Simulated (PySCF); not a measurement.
An unknown is described by computed data only.

Formula: CO2.

- Triplet: lowest triplet excitation (Tamm–Dancoff): 8.24 eV [TDA wB97X-D/def2-SVPD]
- 13C NMR: chemical shifts (computed TMS as zero) by class: 130.3 (1 C) ppm [GIAO PBE0/pcSseg-1]
- Dipole: 0.00 D [wB97X-D/def2-SVPD]
- NMR, other nuclei: isotropic shieldings of nuclei other than C and H, by class: 222 (2 O) ppm [GIAO PBE0/pcSseg-1]
- UV, strongest line: among the 8 lowest singlet transitions: S6 at 12.02 eV (103 nm, f = 0.360) [TDDFT wB97X-D/def2-SVPD]
- Rotational structure: rotational constant B (linear): 12.079 GHz [GFN2-xTB]
- UV, first state: lowest singlet excitation: 9.20 eV (135 nm, f = 0.000) [TDDFT wB97X-D/def2-SVPD]
- Polarisability: 16.6 au [wB97X-D/def2-SVPD]

Gas-phase values; electronic properties from PySCF, density fitting. Levels stand in brackets. Geometry: GFN2-xTB; no solvent, vibrations or thermal averaging. NMR values are class means; diastereotopic atoms form classes of their own.

Q: Propose a structure and show how it fits.

A: Numbering: `[O:1]=[C:2]=[O:3]`. Its formula, CO2, gives 2 degrees of unsaturation: 0 rings and 2 π bonds in the structure found. The one carbon: central carbon of cumulated double bonds [C2] (130.3 ppm). The other shieldings belong to: 222 ppm, oxygen bonded to C [O1/O3]. The vanishing dipole is forced by symmetry. The optimised geometry has point group D∞h and is a linear rotor. Structure: carbon dioxide, `O=C=O`. The assignments are read from this structure; whether some other isomer fits the data as well wasn't checked.
